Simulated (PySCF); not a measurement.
Ionising BC

PBE; basis B aug-pcseg-1, C aug-pcseg-1; no relativity; PySCF 2.14. Neutral (UKS): quartet (σ ↑, π ↑↑), Re = 1.500 Å, ωe = 1173 cm⁻¹, De = 5.02 eV, HOMO -6.75 eV, LUMO -5.33 eV.

BC⁻ (UKS): triplet (σ ↑, π ↑), Re = 1.444 Å, ωe = 1319 cm⁻¹, De = 5.56 eV to B + C⁻. The energies at the minima are -62.56446 hartree for BC and -62.64304 for BC⁻.

Work out the adiabatic electron affinity, without and with harmonic zero-point energies (1 hartree = 27.2114 eV, 1 eV = 8065.5 cm⁻¹), and the change of the bond length.

At PBE: 0.07858 hartree = 2.138 eV between the minima; the zero-point term (1173.0 − 1319.0)/2 cm⁻¹ = -0.009 eV makes it 2.129 eV. Re changes by -5.6 pm against the neutral. The electron enters a π orbital; the charge polarises the partner, so the anion is bound more strongly.

For an ion De counts to the pair picked by the measured ionisation energies or electron affinities, which need not be the lowest pair at this level. The highest Kohn–Sham level is positive in this anion. Much of that is self-interaction error, but it also means that the finite basis helps to hold the extra electron. States were picked by a PBE0 search and need not be the measured ground states.
